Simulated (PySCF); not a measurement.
# Dipole moment and polarisability across levels of theory

AlFH5N.
Geometry (PBE0-D3(BJ)/def2-SVP, Å), atoms numbered from 1 in this order:
```xyz
8
AlFH5N angstrom
N     -0.979    0.128   -0.029
Al     1.074    0.109    0.120
F      1.237    1.756    0.464
H     -1.400    0.448    0.844
H     -1.275    0.773   -0.764
H     -1.375   -0.788   -0.246
H      1.474   -0.328   -1.365
H      1.276   -0.877    1.362
```

PySCF, dipoles from the SCF density, polarisabilities from static response with core orbitals frozen. Geometry: PBE0-D3(BJ)/def2-SVP; no solvent, vibrations or thermal averaging.

Compare the levels for these properties.

| level | μ (D) | α (au) | anisotropy (au) |
| --- | --- | --- | --- |
| LDA/def2-SVPD | 5.659 | 44.01 | 4.77 |
| PBE/def2-SVPD | 5.606 | 43.07 | 4.55 |
| B3LYP/def2-SVPD | 5.666 | 40.96 | 4.02 |
| PBE0/def2-SVPD | 5.687 | 40.64 | 4.03 |
| BHandHLYP/def2-SVPD | 5.737 | 38.71 | 3.63 |
| CAM-B3LYP/def2-SVPD | 5.715 | 40.36 | 3.69 |
| wB97X-D/def2-SVPD | 5.707 | 40.51 | 3.75 |
| LC-wPBE/def2-SVPD | 5.757 | 39.62 | 3.32 |
| HF/def2-SVPD | 5.825 | 36.37 | 3.21 |
| PBE0/6-31G* | 5.858 | 29.91 | 2.91 |
| PBE0/6-31+G* | 5.841 | 34.89 | 3.98 |
| PBE0/def2-SVP | 5.878 | 31.15 | 3.81 |
| PBE0/aug-cc-pVDZ | 5.633 | 41.43 | 4.36 |
| PBE0/def2-TZVP | 5.698 | 37.08 | 3.64 |
| PBE0/def2-TZVPD | 5.625 | 41.38 | 4.28 |
| PBE0/aug-cc-pVTZ | 5.621 | 41.67 | 4.40 |

The anisotropy is √(½[(α1 − α2)² + (α2 − α3)² + (α3 − α1)²]). The dipole runs from 5.61 D (PBE/def2-SVPD) to 5.88 D (PBE0/def2-SVP). No reference polarisability is at hand; against PBE0 in the largest diffuse basis at hand (aug-cc-pVTZ) the other PBE0 rows deviate by 6-31G* -28%, 6-31+G* -16%, def2-SVP -25%, def2-SVPD -2%, aug-cc-pVDZ -1%, def2-TZVP -11%, def2-TZVPD -1%. In one basis (def2-SVPD) the functionals order the polarisability from HF (lowest) to LDA (highest), a spread of 21%. With PBE0 the polarisability is 32.71 au without diffuse functions (mean of 6-31G*, def2-SVP and def2-TZVP) and 40.00 au with them (mean of 6-31+G*, def2-SVPD, aug-cc-pVDZ, def2-TZVPD and aug-cc-pVTZ).

Without π bonds the low states are Rydberg-like; a valence basis with one diffuse set may place them up to an eV too high.
